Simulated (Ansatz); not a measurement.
Task: a ranking of conformers of C3H4FN, SMILES N=C/C=C/F, with Ansatz's Python interface. Give the script and its output. Use (for the species named): PBE0, def2-SVP basis, multiplicity 1.

Script `c3h4fn.py`:
```python
# -*- coding: utf-8 -*-
"""Conformer energies of C3H4FN."""

import ansatz as az
from rdkit import Chem
from rdkit.Chem import AllChem

BASIS = "def2-SVP"
XC = "PBE0"

rd = Chem.AddHs(Chem.MolFromSmiles("N=C/C=C/F"))
ids = list(AllChem.EmbedMultipleConfs(rd, numConfs=20, randomSeed=377, pruneRmsThresh=0.4))
field = [energy for _, energy in AllChem.MMFFOptimizeMoleculeConfs(rd)]
distinct = {round(e, 2): i for i, e in zip(ids, field)}
chosen = sorted(distinct.items())[:4]
found = []
for force_field, index in chosen:
    system = az.Crystal.molecule()
    for atom, xyz in zip(rd.GetAtoms(), rd.GetConformer(index).GetPositions()):
        system = system.atom(atom.GetSymbol(), xyz.round(5).tolist())
    model = system.calculation().basis(gaussian=BASIS).functional(XC)
    found.append(model.run().report["free_energy_ev"])
print("conformer   MMFF (kcal/mol)   this level (eV)")
for (force_field, index), e in zip(chosen, found):
    print(f"{index:9d} {force_field - chosen[0][0]:17.2f} {(e - min(found)):17.3f}")
```

```console
$ python c3h4fn.py
conformer   MMFF (kcal/mol)   this level (eV)
        0              0.00             0.000
        1              0.61             0.002
```

Notes:
- The settings weren't tested for convergence.
- The conformers keep their force-field geometries.
- It ran for 5.2 s on 1 thread of Arm Neoverse V1 (shared host), peak memory 0.26 GiB.
